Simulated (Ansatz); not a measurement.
Two structures of CH10Si2, singlet, reached by relaxing down either side of one saddle point (PBE0-D4/def2-TZVP). Energies are electronic, without zero-point energy. Computed with Ansatz 0.2.0 (basis: def2-TZVPP and def2-QZVPP); correlated methods freeze the cores. Extrapolation: Hartree–Fock as exp(−7.88 √X), correlation as X^−2.97. First:

```
atom    x (Å)    y (Å)    z (Å)
 Si1  -0.5719   0.5026   1.4009
  C2   0.4862  -0.9789   1.8273
  H3  -1.8480   0.0786   0.7642
  H4  -0.8970   1.2878   2.6227
  H5   0.1405   1.4029   0.4522
  H6   0.1293  -0.8398  -1.6291
 Si7   0.1141   0.3164  -2.5619
  H8   0.7252  -1.5541   0.9303
  H9   1.4243  -0.6649   2.2904
 H10  -0.0337  -1.6379   2.5261
 H11   0.1700  -0.1867  -3.9586
 H12   1.2937   1.1781  -2.2999
 H13  -1.1326   1.0961  -2.3644
```

Second:

```
13
angstrom
Si -1.2934 1.6084 0.3139
C 1.2667 -1.8317 1.0149
H -2.7749 1.5471 0.1899
H -0.8885 0.8724 1.5410
H -0.8887 3.0329 0.4587
H 1.6788 -1.9287 0.0107
Si -0.2865 0.6763 -1.5798
H 1.7306 -2.5682 1.6707
H 1.4669 -0.8306 1.3962
H 0.1907 -2.0011 0.9847
H -0.6972 -0.7439 -1.7418
H 1.1952 0.7361 -1.4654
H -0.6996 1.4312 -2.7938
```

(1) Which bonds change from the first to the second?

(2) Give the saddle point's structure and its height above each. (Judge from chemistry; the value comes from the calculation.)

T1 diagnostic: at most 0.012.

Results:

(1) CH₆Si ([CH3][SiH3]) + SiH₄ → Si₂H₆ ([SiH3][SiH3]) + CH₄; bonds formed: Si1–Si7, C2–H6; bonds broken: Si1–C2, H6–Si7.

(2) Computed: 3.558 eV above the first and 3.639 eV above the second (CCSD(T) at an estimated basis limit (MP2 extrapolated from triple and quadruple zeta, plus CCSD(T) − MP2 in triple zeta)).
```
13
angstrom
Si -0.6354 0.6663 0.7500
C 0.6210 -1.0618 1.1678
H -2.0068 0.3966 0.2478
H -0.8180 0.6374 2.2537
H -0.0061 1.9959 0.5324
H 0.3372 -0.4462 0.0095
Si 0.0168 0.3718 -1.8386
H 1.2222 -1.7272 0.5364
H 1.2724 -0.5591 1.8816
H -0.1586 -1.6405 1.6613
H -0.3547 -0.8492 -2.6236
H 1.3998 0.7483 -2.2754
H -0.8896 1.4678 -2.3027
```

Labels in which every atom is bracketed show which atoms are joined, not bond orders.

For scale, one of the runs: CCSD(T)/def2-TZVPP, 255 basis functions, launched by `ansatz run in.yaml --threads 4 --pin off --events-out ev --progress --plain --max-ram 9574MiB`. The run took 63 s on 4 CPU threads of an Arm Neoverse V2 (shared host), with 5.3 GiB of host memory at its peak.
